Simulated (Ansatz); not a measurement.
Basis-set extrapolation for `BF` (PBE0-D4/def2-TZVP geometry, frozen core, Ansatz 0.2.0). Multiplicity 1, RHF reference.

```tsv
	cc-pV(T+d)Z	cc-pV(Q+d)Z
HF	-125.373426	-125.383591
MP2 correlation	-0.357653	-0.387988
CCSD(T) correlation	-0.381879	-0.410713
```

Energies in hartree. Use E(X) = E(∞) + A·exp(−5.46·√X) for Hartree–Fock and E(X) = E(∞) + B·X^(−3.05) for correlation, with X = 3 and 4.

Problem. What is the CCSD(T) energy at the basis-set limit?

Solution. HF limit: -125.383591 + (-0.010165) × 0.30130 = -125.38665. Correlation limit: -0.410713 + (-0.028834) × 0.71189 = -0.43124. Total: -125.81789 hartree, 1.70 eV below CCSD(T)/cc-pV(T+d)Z.
